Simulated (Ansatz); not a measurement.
in.yaml

```yaml
crystal:
  periodic: [false, false, false]
  atoms:
    - {symbol: Co, position_ang: [0.000000, 0.000000, 1.374000]}
    - {symbol: N, position_ang: [0.000000, 0.000000, -0.170000]}
    - {symbol: H, position_ang: [0.000000, 0.000000, -1.204000]}
basis:
  gaussian: {orbitals: def2-SVP, fitting: {mean_field: def2-universal-jkfit}}
total_charge: 1
magnetization: {spin_polarized: false}
hamiltonian: {xc: hf}
output: {orbitals: {seedname: orbitals}}
```

```sh
$ ansatz run in.yaml --threads 1 --pin off --events-out ev --progress --plain --max-ram 2393MiB
```

The program prints:

```
359 factors; integrals over basis functions are off by at most 1.8e-1 eV
mean field evaluation 1: about -39012.1785 eV, gradient 1.7e2 eV
mean field evaluation 2: about -38573.2106 eV, gradient 3.8e2 eV
mean field evaluation 4: about -39063.5965 eV, gradient 2.4e1 eV
mean field evaluation 8: about -39065.3936 eV, gradient 9.6e-1 eV
mean field evaluation 16: about -39065.3956 eV, gradient 1.4e-4 eV
mean field evaluation 32: about -39065.7029 eV, gradient 3.3e-1 eV
mean field evaluation 64: about -39065.6309 eV, gradient 7.3e-1 eV
mean field evaluation 96: about -39065.7482 eV, gradient 9.6e-1 eV
mean field evaluation 128: about -39060.4594 eV, gradient 4.0e0 eV
mean field evaluation 160: about -39048.3785 eV, gradient 5.5e1 eV
mean field evaluation 192: about -39063.0812 eV, gradient 1.3e1 eV
mean field evaluation 224: about -39052.0119 eV, gradient 2.7e1 eV
mean field evaluation 256: about -39049.3116 eV, gradient 1.6e1 eV
mean field evaluation 288: about -39065.1506 eV, gradient 8.4e0 eV
mean field -39065.75400873 eV, -1435.6399801016 hartree, gradient 7.3e-6 eV, S^2 0.000000; 5 other end points of the search recorded, 0 dependent functions left out
reference -39065.75400873 eV, -1435.6399801016 hartree; 17, 17 occupied and 33, 33 virtual orbitals, 359 factors
Total energy: -39065.75400873 eV, -1435.6399801016 hartree
```

Ran on 1 thread of Arm Neoverse V1, shared host: 2.2 s wall, 0.07 GiB peak host memory.
